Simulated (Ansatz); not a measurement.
# Other spins and charges of HAlSi, singlet at one geometry

Geometry (PBE0/def2-TZVP stationary point for this spin, not checked as a minimum):

```xyz
3

Si    0.0000    0.0000    2.1008
Al    0.0000    0.0000   -0.2530
H     0.0000    0.0000   -1.8478
```

Basis 6-31G; Ansatz 0.2.0. Correlated methods freeze the noble-gas cores. R marks a restricted (for open shells ROHF) determinant. Active spaces: valence = (8e, 9o) chosen from the atoms' valence shells.

Gaps are energies of the second state less the first, at fixed atoms, for a selection of the levels run; each method lands on the state that its own search finds for that charge and spin.

The determinant of the HAlSi singlet fills πx and πy unequally, so it is a mixture of Σ and Δ, which weighs on every level built on one determinant.

Removing an electron, to the doublet: 6.602 eV at full CI (singlet A1, doublet ion B1, in C2v).

By full CI's occupations no single determinant describes the singlet well.

```tsv
level	gap (eV)	error (meV)
RHF	5.875	-727
RMP2	6.439	-163
CISD	6.377	-225
RCCSD	6.473	-129
RCCSD(T)	6.515	-87
BCCD(T)	6.514	-88
RCCSDT*	6.556	-46
CISDTQ	6.561	-41
RCCSDT(Q)*	6.593	-9
RCCSDTQ*	6.600	-2
CASSCF (valence space)	6.352	-250
NEVPT2 (valence space)	6.521	-81
MRCISD (valence space)	6.594	-8
MRCISD+Q (valence space)	6.603	1
```

An asterisk marks runs whose energy the program itself flagged as in doubt.

Triplet less singlet: -0.604 eV at full CI (singlet A1, triplet A2, in C2v).

By full CI's occupations no single determinant describes the singlet well.

```json
{"level": "RHF", "gap (eV)": "-1.071", "error (meV)": "-467"}
{"level": "RMP2", "gap (eV)": "-0.799", "error (meV)": "-195"}
{"level": "CISD", "gap (eV)": "-0.775", "error (meV)": "-171"}
{"level": "RCCSD", "gap (eV)": "-0.688", "error (meV)": "-84"}
{"level": "RCCSD(T)", "gap (eV)": "-0.678", "error (meV)": "-74"}
{"level": "BCCD(T)", "gap (eV)": "-0.676", "error (meV)": "-72"}
{"level": "RCCSDT*", "gap (eV)": "-0.647", "error (meV)": "-43"}
{"level": "CISDTQ", "gap (eV)": "-0.644", "error (meV)": "-40"}
{"level": "RCCSDT(Q)*", "gap (eV)": "-0.613", "error (meV)": "-9"}
{"level": "RCCSDTQ*", "gap (eV)": "-0.606", "error (meV)": "-2"}
{"level": "CASSCF (valence space)", "gap (eV)": "-0.575", "error (meV)": "29"}
{"level": "NEVPT2 (valence space)", "gap (eV)": "-0.595", "error (meV)": "9"}
{"level": "MRCISD (valence space)", "gap (eV)": "-0.601", "error (meV)": "3"}
{"level": "MRCISD+Q (valence space)", "gap (eV)": "-0.603", "error (meV)": "1"}
```

Full CI is exact within this basis and frozen core; it isn't the basis-set limit.
